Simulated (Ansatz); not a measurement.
in.yaml

```yaml
crystal:
  periodic: [false, false, false]
  atoms:
    - {symbol: Si, position_ang: [0.000000, -0.471221, 0.000000]}
    - {symbol: O, position_ang: [0.000000, 0.413593, -1.306543]}
    - {symbol: O, position_ang: [0.000000, 0.413593, 1.306543]}
basis:
  gaussian: {orbitals: cc-pVDZ}
total_charge: 1
magnetization: {spin_polarized: false, initial_magnetization: 3}
correlation: {method: bccd_t, electrons: outside_noble_gas}
```

```sh
$ ansatz run in.yaml --threads 1 --pin off --events-out ev --progress --plain --max-ram 2393MiB
```

The program prints:

```
443 factors; integrals over basis functions are off by at most 3.6e-4 eV
mean field evaluation 1: about -11917.0761 eV, gradient 3.8e1 eV
mean field evaluation 2: about -11917.1416 eV, gradient 3.8e1 eV
mean field evaluation 4: about -11920.9863 eV, gradient 2.4e0 eV
mean field evaluation 8: about -11921.0807 eV, gradient 3.9e-1 eV
mean field evaluation 16: about -11921.0718 eV, gradient 1.1e0 eV
mean field evaluation 32: about -11924.8010 eV, gradient 2.8e-6 eV
mean field evaluation 64: about -11920.8194 eV, gradient 4.1e0 eV
mean field evaluation 96: about -11917.0761 eV, gradient 3.8e1 eV
mean field evaluation 128: about -11924.1837 eV, gradient 2.7e-3 eV
mean field evaluation 160: about -11924.1837 eV, gradient 1.3e-6 eV
...
mean field evaluation 768: about -11924.4509 eV, gradient 6.4e0 eV
7 core orbitals not correlated: weight in the atoms' cores, before any rotation towards them, 1.000 or more for the frozen orbitals, at most 0.000 for the correlated occupied ones
reference -11924.79702146 eV, -438.2282076209 hartree; 9, 6 occupied and 30, 33 virtual orbitals, 443 factors
second order -8.96719188 eV of doubles, -0.16229868 eV of singles
cycle   1  -9.85744557 eV  change    3.1e-2 eV  update   1.5e-2
cycle   2  -9.85772933 eV  change   -2.8e-4 eV  update   3.9e-3
cycle   3  -9.85830554 eV  change   -5.8e-4 eV  update   1.7e-3
cycle   4  -9.85660394 eV  change    1.7e-3 eV  update   5.9e-4
cycle   5  -9.85670876 eV  change   -1.0e-4 eV  update   3.2e-4
cycle   6  -9.85675338 eV  change   -4.5e-5 eV  update   1.3e-4
cycle   7  -9.85670226 eV  change    5.1e-5 eV  update   5.8e-5
cycle   8  -9.85668547 eV  change    1.7e-5 eV  update   2.1e-5
cycle   9  -9.85667446 eV  change    1.1e-5 eV  update   1.1e-5
perturbative correction -0.27237292 eV, -0.0100095201 hartree
Total energy: -11934.92606884 eV, -438.6004432465 hartree
```

Ran on 1 thread of AMD EPYC 9R45, shared host: 4.4 s wall, 0.16 GiB peak host memory.
